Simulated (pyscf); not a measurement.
Optimised with ωB97X-D3(BJ)/def2-SVP in PySCF.

Problem. For `[O]=[Cr](=[O])=[O]` + `[H][H]` → `[O]=[CrH](=[O])[OH]`, an addition across a multiple bond or ene-type step (singlet surface; H–H broken, Cr–H, H–O formed), PBE/def2-TZVP gives ΔE‡ = -35.1 kJ/mol and ΔE = -179.0 kJ/mol (zero: the separated reactants). In which direction and how far do r²SCAN/def2-TZVP, M06-2X/def2-TZVP, ωB97M-D3(BJ)/def2-TZVP move these?

Solution. r²SCAN: ΔE‡ = -36.0 kJ/mol, ΔE = -191.4 kJ/mol; M06-2X: ΔE‡ = -31.7 kJ/mol, ΔE = -225.5 kJ/mol; ωB97M-D3(BJ): ΔE‡ = -29.7 kJ/mol, ΔE = -213.9 kJ/mol. PBE's barrier matches one of them and lies within 5.4 kJ/mol of the others. Its reaction energy lies over all of them, by 12.5 to 46.5 kJ/mol. On the reactant side the descent ends in an adduct with a Cr–H contact, 71.8 kJ/mol under the separated species and 43.8 kJ/mol under the saddle at ωB97X-D3(BJ)/def2-TZVP. At PBE, r²SCAN, M06-2X, ωB97M-D3(BJ) the saddle lies under the separated reactants, which points to a path from their complex (located at ωB97X-D3(BJ) alone). This is the saddle that the search found; another between the same sides may lie lower.
